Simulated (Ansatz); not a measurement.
C$_{3}$H$_{7}$FO$_{2}$ (`OCC(O)CF`). Total charge 0; spin multiplicity 1. All single points use the PBE0-D4/def2-TZVP geometry. It is one conformer, not always the lowest.

```xyz
13

O     1.098    1.470   -1.002
C    -0.025    0.993   -0.281
C     0.132   -0.510   -0.192
O     1.357   -0.844    0.410
C    -0.988   -1.158    0.579
F    -1.171   -0.558    1.811
H     1.197    2.410   -0.843
H    -0.053    1.410    0.731
H    -0.962    1.244   -0.796
H     0.083   -0.920   -1.215
H     2.014   -0.251    0.028
H    -0.754   -2.212    0.748
H    -1.927   -1.075    0.022
```

Question: What is the dipole moment at ωB97M-V/def2-TZVPP? (Estimate.)

Answer: Ansatz gave: 2.49 D, with components (-0.67, 1.67, -1.72) D in this frame, pointing from negative to positive charge.

Question: And with PBE, r2SCAN, B3LYP? (Best estimate.)

Answer: The calculation gave: PBE 2.37 D, r2SCAN 2.43 D, B3LYP 2.48 D.

Question: Give the Mulliken charges with ωB97M-V, B3LYP, PBE in def2-TZVPP. (Best estimate.)

Answer: The calculation gave: 
| atom | ωB97M-V | B3LYP | PBE |
| --- | --- | --- | --- |
| O1 | -0.34 | -0.36 | -0.32 |
| C2 | -0.08 | -0.04 | -0.07 |
| C3 | 0.11 | 0.19 | 0.16 |
| O4 | -0.33 | -0.36 | -0.32 |
| C5 | 0.02 | 0.07 | 0.04 |
| F6 | -0.24 | -0.25 | -0.21 |
| H7 | 0.18 | 0.19 | 0.19 |
| H8 | 0.13 | 0.10 | 0.10 |
| H9 | 0.09 | 0.07 | 0.06 |
| H10 | 0.07 | 0.04 | 0.03 |
| H11 | 0.18 | 0.19 | 0.19 |
| H12 | 0.11 | 0.09 | 0.09 |
| H13 | 0.09 | 0.07 | 0.06 |

B3LYP here is the variant with VWN-RPA as its local correlation; programs differ in this.
